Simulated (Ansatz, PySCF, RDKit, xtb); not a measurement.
# CHSi2: from the formula to a structure, part 2 of 2

Given the formula CHSi2 (odd number of electrons) and nothing else, which arrangement of the atoms is the most stable in the gas at 298.15 K, and what are its properties?

xtb, Ansatz and PySCF; isolated molecules.

## Step 13: Frequencies after a tight-binding relaxation (GFN2-xTB)

The input, start.xyz:

```xyz
4
c421a
C     -3.139203    -0.237294    -1.102639
Si    -2.230661    -0.825682    -2.508449
Si    -3.976158     0.899408    -2.177469
H     -3.169676    -0.471337    -0.044084
```

Run with:

```
$ xtb start.xyz --gfn 2 --ohess tight --uhf 1
```

What it wrote, shortened:

```text
* xtb version 6.7.1
[...]
          :  # basis functions                  25          :
[...]
          :  # electrons                        13          :
[...]
          :  Hamiltonian                  GFN2-xTB          :
[...]
          :  net charge                          0          :
          :  unpaired electrons                  1          :
[...]
   *** convergence criteria satisfied after 14 iterations ***
[...]
   *** GEOMETRY OPTIMIZATION CONVERGED AFTER 6 ITERATIONS ***
[...]
   *** convergence criteria satisfied after 3 iterations ***
[...]
         ::                     SUMMARY                     ::
         :::::::::::::::::::::::::::::::::::::::::::::::::::::
         :: total energy              -5.914485210325 Eh    ::
         :: gradient norm              0.000395887614 Eh/a0 ::
         :: HOMO-LUMO gap              1.436720104967 eV    ::
         ::.................................................::
         :: SCC energy                -5.978754403731 Eh    ::
         :: -> isotropic ES            0.007939088438 Eh    ::
         :: -> anisotropic ES          0.001236287384 Eh    ::
         :: -> anisotropic XC         -0.009374651505 Eh    ::
         :: -> dispersion             -0.002719367122 Eh    ::
         :: repulsion energy           0.064269193406 Eh    ::
         :: add. restraining           0.000000000000 Eh    ::
         :: total charge               0.000000000000 e     ::
         :::::::::::::::::::::::::::::::::::::::::::::::::::::
[...]
         7        1.0000           -0.2331858              -6.3453 (HOMO)
         8                         -0.1803873              -4.9086 (LUMO)
[...]
     #   Z          covCN         q      C6AA      α(0)
     1   6 C        2.692    -0.317    36.877     9.939
     2  14 Si       1.789     0.179   195.002    29.677
     3  14 Si       1.789     0.179   195.002    29.677
Molecule has the following symmetry elements: (C2) 2*(sigma)
It seems to be the C2v point group
     4   1 H        0.925    -0.042     3.892     3.085
[...]
          | TOTAL ENERGY               -5.914485210318 Eh   |
          | TOTAL ENTHALPY             -5.895404186368 Eh   |
          | TOTAL FREE ENERGY          -5.925670183019 Eh   |
          | GRADIENT NORM               0.000396122674 Eh/α |
[...]
```

It took 0.054 s on 2 threads of Intel Xeon 6975P-C (Granite Rapids), shared host.

## Step 14: Electronic excitations (TD-PBE0/def2-SVPD)

The input, input.py:

```python
from pyscf import gto, dft, tdscf

mol = gto.M(
    atom=[
    ('C', (-3.139203, -0.237294, -1.102639)),
    ('Si', (-2.230661, -0.825682, -2.508449)),
    ('Si', (-3.976158, 0.899408, -2.177469)),
    ('H', (-3.169676, -0.471337, -0.044084)),
],
    max_memory=3100,
    basis='def2-svpd',
    spin=1,
    verbose=3,
)

calc0 = dft.UKS(mol)
calc0.xc = 'pbe0'
calc0 = calc0.density_fit(auxbasis='def2-universal-jkfit')
calc0.max_cycle = 100
calc0.grids.level = 2
calc0.kernel()
if not calc0.converged:
    calc0 = calc0.newton().run(calc0.mo_coeff, calc0.mo_occ)

e_tot = calc0.e_tot
print('E = %.10f Eh' % e_tot)

td = calc0.TDA()
td.nstates = 5
td.kernel()
td.analyze()
roots = td.e * 27.211386
osc = td.oscillator_strength()
print('state   eV      nm      f')
for i, (w, f) in enumerate(zip(roots, osc), 1):
    print('%3d %9.4f %8.1f %9.5f' % (i, w, 1239.842 / w, f))
```

Run with:

```
$ OMP_NUM_THREADS=2 python input.py
```

What it wrote:

```text
WARN: HOMO -0.186078827228451 >= LUMO -0.186078827228451

converged SCF energy = -617.085001904395  <S^2> = 0.75993919  2S+1 = 2.0099146
E = -617.0850019044 Eh
Excitation energies (eV)
[1.54151952 2.46175246 2.54782243 2.72087466 3.21980853]

** Excitation energies and oscillator strengths **
state   eV      nm      f
  1    1.5415    804.3   0.00517
  2    2.4618    503.6   0.00000
  3    2.5478    486.6   0.00052
  4    2.7209    455.7   0.00005
  5    3.2198    385.1   0.00252
```

It took 24 s on 2 threads of Intel Xeon 6975P-C (Granite Rapids), shared host.

The roots found:

```
excited state  energy (eV)  strength
            1        1.542    0.0052
            2        2.462    0.0000
            3        2.548    0.0005
            4        2.721    0.0001
            5        3.220    0.0025
```

## Step 15: The cation at the same geometry (PBE0/def2-TZVPD)

The input, input.yaml:

```yaml
crystal:
  periodic: [false, false, false]
  atoms:
    - {symbol: C, position_ang: [-3.139203, -0.237294, -1.102639]}
    - {symbol: Si, position_ang: [-2.230661, -0.825682, -2.508449]}
    - {symbol: Si, position_ang: [-3.976158, 0.899408, -2.177469]}
    - {symbol: H, position_ang: [-3.169676, -0.471337, -0.044084]}
basis:
  gaussian:
    orbitals: def2-TZVPD
total_charge: 1
hamiltonian:
  xc: pbe0
```

Run with:

```
$ ansatz run input.yaml --threads 2 --pin off --max-ram 4350MiB --events-out events.jsonl --progress --plain --runs-dir runs
```

What it wrote:

```text
Warning: RAYON_NUM_THREADS=2 ignored (pool sized by the plan → 2); use --threads N
Functional definition: PBE0
  name "PBE0"
  parameter a = 0.25
  parameter kappa = 0.804
  parameter beta = 0.06672455060314922
  exchange = (1 - a)*pbe_x(kappa = kappa, mu = beta*pi^2/3) + a*exact_x
  correlation = pbe_c(beta = beta)
817 factors; their error is unknown
mean field evaluation 1: about -16766.9484 eV, gradient 9.6e1 eV
mean field evaluation 2: about -16682.2702 eV, gradient 1.4e2 eV
mean field evaluation 4: about -16789.0719 eV, gradient 1.6e1 eV
mean field evaluation 8: about -16789.8969 eV, gradient 1.6e-1 eV
mean field evaluation 16: about -16789.9073 eV, gradient 8.3e-5 eV
mean field -16789.90729826 eV, -617.0177126030 hartree, gradient 8.3e-5 eV, S^2 0.000000; 0 other end points of the search recorded, 0 dependent functions left out
reference -16789.90732510 eV, -617.0177135896 hartree; 17, 17 occupied and 115, 115 virtual orbitals, 817 factors
Total energy: -16789.90732510 eV, -617.0177135896 hartree
```

Run time: 0.84 s. Hardware: 2 threads of Intel Xeon 6975P-C (Granite Rapids), shared host.

Difference from the parent: 8.32 eV. Only this spin of the product was run; a higher spin can lie lower.

## Step 16: The anion at the same geometry (PBE0/def2-TZVPD)

Changes to input.yaml since step 15:

```diff
@@ -1 +1,3 @@
+basis:
+  gaussian: {orbitals: def2-TZVPD}
 crystal:
@@ -7,7 +9,4 @@
     - {symbol: H, position_ang: [-3.169676, -0.471337, -0.044084]}
-basis:
-  gaussian:
-    orbitals: def2-TZVPD
-total_charge: 1
-hamiltonian:
-  xc: pbe0
+total_charge: -1
+hamiltonian: {xc: pbe0}
+scf: {lower_state_search: off}
```

Run with:

```
$ ansatz run input.yaml --threads 2 --pin off --max-ram 4350MiB --events-out events.jsonl --progress --plain --runs-dir runs
```

What it wrote, shortened:

```text
Warning: RAYON_NUM_THREADS=2 ignored (pool sized by the plan → 2); use --threads N
Functional definition: PBE0
  name "PBE0"
[...]
817 factors; their error is unknown
[...]
mean field -16799.88321712 eV, -617.3843208595 hartree, gradient 2.8e-6 eV, S^2 0.000000; 0 other end points of the search recorded, 0 dependent functions left out
reference -16799.88324435 eV, -617.3843218601 hartree; 18, 18 occupied and 114, 114 virtual orbitals, 817 factors
Total energy: -16799.88324435 eV, -617.3843218601 hartree
Checks for a lower state left out: stability, starts, cluster_reference, orbital_swaps, neighbouring_geometries, increment
```

Run time: 0.6 s. Hardware: 2 threads of Intel Xeon 6975P-C (Granite Rapids), shared host.

Parent less the species with the added electron: 1.65 eV.

## Step 17: The quartet at the same geometry (PBE0/def2-TZVPD)

The input, input.yaml:

```yaml
crystal:
  periodic: [false, false, false]
  atoms:
    - {symbol: C, position_ang: [-3.139203, -0.237294, -1.102639]}
    - {symbol: Si, position_ang: [-2.230661, -0.825682, -2.508449]}
    - {symbol: Si, position_ang: [-3.976158, 0.899408, -2.177469]}
    - {symbol: H, position_ang: [-3.169676, -0.471337, -0.044084]}
basis:
  gaussian:
    orbitals: def2-TZVPD
magnetization:
  spin_polarized: true
  initial_magnetization: 3
hamiltonian:
  xc: pbe0
```

Run with:

```
$ ansatz run input.yaml --threads 2 --pin off --max-ram 4350MiB --events-out events.jsonl --progress --plain --runs-dir runs
```

What it wrote:

```text
Warning: RAYON_NUM_THREADS=2 ignored (pool sized by the plan → 2); use --threads N
Functional definition: PBE0
  name "PBE0"
  parameter a = 0.25
  parameter kappa = 0.804
  parameter beta = 0.06672455060314922
  exchange = (1 - a)*pbe_x(kappa = kappa, mu = beta*pi^2/3) + a*exact_x
  correlation = pbe_c(beta = beta)
817 factors; their error is unknown
mean field evaluation 1: about -16783.2382 eV, gradient 4.8e1 eV
mean field evaluation 2: about -16739.9887 eV, gradient 8.1e1 eV
mean field evaluation 4: about -16794.6634 eV, gradient 5.5e0 eV
mean field evaluation 8: about -16794.8986 eV, gradient 3.7e-1 eV
mean field evaluation 16: about -16795.5580 eV, gradient 3.7e-1 eV
mean field evaluation 32: about -16795.5985 eV, gradient 3.5e-1 eV
mean field -16795.61940493 eV, -617.2276286516 hartree, gradient 5.6e-6 eV, S^2 3.798777; 6 other end points of the search recorded, 0 dependent functions left out
reference -16795.61943273 eV, -617.2276296729 hartree; 19, 16 occupied and 113, 116 virtual orbitals, 817 factors
Total energy: -16795.61943273 eV, -617.2276296729 hartree
```

Run time: 5.1 s. Hardware: 2 threads of Intel Xeon 6975P-C (Granite Rapids), shared host; peak memory 0.38 GiB.

It lies 2.61 eV above the doublet.

## Step 18: Stability of the SCF solution (PBE0/def2-SVP)

The input, job.py:

```python
from pyscf import gto, dft

mol = gto.M(
    atom=[
    ('C', (-3.139203, -0.237294, -1.102639)),
    ('Si', (-2.230661, -0.825682, -2.508449)),
    ('Si', (-3.976158, 0.899408, -2.177469)),
    ('H', (-3.169676, -0.471337, -0.044084)),
],
    basis='def2-svp',
    max_memory=3100,
    spin=1,
    verbose=3,
)

ks = dft.UKS(mol, xc='pbe0')
ks = ks.density_fit(auxbasis='def2-universal-jkfit')
ks.grids.level = 3
ks.max_cycle = 100
ks.kernel()
if not ks.converged:
    ks = ks.newton().run(ks.mo_coeff, ks.mo_occ)

e_tot = ks.e_tot
print('Final energy', e_tot)
mo_i, mo_e, stable_i, stable_e = ks.stability(internal=True, external=True, return_status=True)
print('stable: internal', stable_i, 'external', stable_e)
```

Run with:

```
$ OMP_NUM_THREADS=2 python job.py
```

What it wrote:

```text
WARN: HOMO -0.186082997616909 >= LUMO -0.186082997616909

converged SCF energy = -617.079962419686  <S^2> = 0.75889996  2S+1 = 2.0088802
Final energy -617.0799624196859
<class 'pyscf.df.df_jk.DFUKS'> wavefunction is stable in the internal stability analysis
<class 'pyscf.df.df_jk.DFUKS'> wavefunction is stable in the real -> complex stability analysis
<class 'pyscf.df.df_jk.DFUKS'> wavefunction has an UHF/UKS -> GHF/GKS instability
stable: internal True external False
```

Run time: 14 s. Hardware: 2 threads of Intel Xeon 6975P-C (Granite Rapids), shared host.

The stability test raises a flag; for an open shell a flag towards a general spinor solution can be the free rotation of the spin.

## Step 19: Outcome

What follows sums up all 2 parts.

| quantity | value |
| --- | --- |
| lowest structure found | [CH]1[Si][Si]1 ‡, doublet, C2v |
| next finalist | [Si]#C[SiH], doublet, 29.1 kcal/mol higher in G |
| share at equilibrium, among the finalists | 100.0 % |
| funnel | 18 starts, 7 minima at GFN2-xTB, 5 screening runs, 3 relaxed, 2 ranked |
| CPU time of all runs | 7.4 min |
| harmonic wavenumbers, lowest and highest (B3LYP-D4/def2-TZVP) | 282 and 3156 cm⁻¹ |
| rotational constants, same geometry | 0.8227, 0.1958, 0.1581 cm⁻¹ |
| dipole moment (PBE0/def2-TZVPD) | 0.81 D |
| HOMO energy (highest over α and β) (PBE0/def2-TZVPD) | -6.27 eV |
| LUMO energy (lowest over α and β) (PBE0/def2-TZVPD) | -3.39 eV |
| lowest excitation (TD-PBE0/def2-SVPD) | 1.54 eV (f = 0.005) |
| vertical ionisation energy (to the singlet cation) | 8.32 eV |
| vertical electron affinity | 1.65 eV |
| vertical quartet less doublet | +2.61 eV |

In words: `[CH]1[Si][Si]1` ‡ comes out lowest. The margin of 29.1 kcal/mol over the next finalist is beyond the usual error of the last level; it says nothing of structures that weren't ranked. GFN2-xTB, HF/STO-3G, r2SCAN-D4/def2-SVP, B3LYP-D4/def2-TZVP, HF/def2-TZVP and MP2/def2-TZVP already put its bonding pattern lowest among the structures in one piece. The largest share of the time went into recheck (27 %). A large T1 diagnostic among the finalists warns that one reference determinant may not suffice. It concerns: the finalist [Si]#C[SiH] (doublet). One minimum inside the window was never screened. The stability test raises a flag; for an open shell a flag towards a general spinor solution can be the free rotation of the spin. Lowest found is not proven lowest: the search is finite, and each finalist counts with one conformer.

‡ marks the bonded skeleton alone, with all bonds drawn single: no Lewis structure was assigned that passes a check against the bond lengths.
